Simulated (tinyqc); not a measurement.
Starting guesses with plain Roothaan steps: SCF starting guesses in the sto-6g basis, for H2F+, spin multiplicity 1. Computed by the program tinyqc with PySCF. RHF with one setting changed at a time; a run stops when the energy changes by less than 1e-09 hartree and the error matrix is below 1e-5. Starts: the lowest orbitals of the core Hamiltonian, of the Wolfsberg-Helmholz matrix (K = 1.75), projected atomic densities, random orbitals, and the highest orbitals of the core Hamiltonian (a deliberately bad start).

Geometry (angstrom):

| atom | x | y | z |
|---|---|---|---|
| F | 0.0000 | 0.0000 | 0.0000 |
| H | 0.0000 | 1.0060 | 0.7440 |
| H | 0.0000 | -1.0060 | 0.7440 |

lowest restricted solution found by these runs and by PySCF = -99.686945 hartree

Largest element of the error matrix X^T (FDS - SDF) X:

| iteration | core | Wolfsberg-Helmholz | atomic densities | random | highest core orbitals |
|---|---|---|---|---|---|
| 1 | 3.7e-01 | 4.4e-01 | 6.6e-01 | 1.3e+01 | 3.5e-01 |
| 2 | 1.5e-01 | 1.1e-01 | 3.1e-01 | 4.0e-01 | 3.9e-01 |
| 3 | 5.2e-02 | 1.9e-02 | 8.9e-02 | 1.5e-01 | 1.5e-01 |
| 4 | 1.6e-02 | 6.3e-03 | 2.8e-02 | 4.8e-02 | 5.0e-02 |
| 5 | 6.3e-03 | 1.8e-03 | 7.0e-03 | 1.4e-02 | 1.5e-02 |
| 6 | 2.4e-03 | 8.1e-04 | 2.6e-03 | 5.3e-03 | 5.8e-03 |
| 8 | 5.4e-04 | 2.1e-04 | 3.3e-04 | 8.1e-04 | 9.5e-04 |
| 10 | 1.4e-04 | 6.2e-05 | 6.1e-05 | 1.7e-04 | 2.2e-04 |
| 14 | 1.2e-05 | 5.4e-06 | - | 1.4e-05 | 1.9e-05 |

How each run ends:

| run | iterations | E (hartree) | state |
|---|---|---|---|
| core | 15 | -99.686945 | lowest found |
| Wolfsberg-Helmholz | 14 | -99.686945 | lowest found |
| atomic densities | 13 | -99.686945 | lowest found |
| random | 15 | -99.686945 | lowest found |
| highest core orbitals | 16 | -99.686945 | lowest found |

What does the comparison show, and why?

5 of 5 runs reach the lowest restricted solution found, in 13 to 16 iterations (fastest: atomic densities). The first errors are 4e-01, 4e-01, 7e-01, 1e+01, 3e-01; the deliberately bad start has the smallest one, so a small first error does not mark a good start.
